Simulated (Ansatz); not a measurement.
# Al₂B+ (quintet): from Hartree-Fock to the top rungs, def2-QZVPP

The task here is to estimate one member of a computed series from the others.

The runs use Ansatz 0.2.0, Gaussian basis; def2-QZVPP, core rule «outside noble gas», up to 11 orbitals frozen.

To be run: UHF; ROHF; CCSD(T) on UHF.

5 further runs of the same task are left out: 1 that didn't finish, 4 set aside as unsound or not needed. Runs told in other sessions of the task aren't counted.

## The system

The geometry is a PBE0/def2-TZVP stationary point (not a proven minimum) of the parent state, kept for this charge and spin.

3 atoms, charge 1, spin multiplicity 5.

Atoms are counted from 1 here; the program's logs count them from 0.

Bond lengths: Al1–B2 2.078 Å, B2–Al3 2.078 Å. Angles: Al1–B2–Al3 90.5°.

Set-up of the first run:

in.yaml

```yaml
crystal:
  periodic: [false, false, false]
  atoms:
    - {symbol: Al, position_ang: [0.000000, -0.244231, 1.475660]}
    - {symbol: B, position_ang: [0.000000, 1.219080, 0.000000]}
    - {symbol: Al, position_ang: [0.000000, -0.244231, -1.475660]}
basis:
  gaussian: {orbitals: "def2-QZVPP.json"}
total_charge: 1
magnetization: {spin_polarized: true, initial_magnetization: 4}
hamiltonian: {xc: hf}
output: {orbitals: {seedname: orbitals}}
```

Started as:

```console
> ansatz run in.yaml --threads 1 --pin off --events-out ev --progress --plain --max-ram 2393MiB
```

Steps of the session up to this table: UHF; ROHF; CCSD(T) on UHF.

One of the session's tables, all rows but one given; the rest of the session is left out.

It belongs to the step «Misses and costs». 

```
  method  from UCCSD(T) (meV)
    ROHF              +5187.8
     UHF                    ?
    UMP2              +1020.9
   UCCSD               +303.1
UCCSD(T)                    0
```

**Question.** Estimate the row for UHF.

The run gave: from UCCSD(T) (meV): +4829.7. In the column «from UCCSD(T) (meV)» it lies between UMP2 (+1020.9) and ROHF (+5187.8).
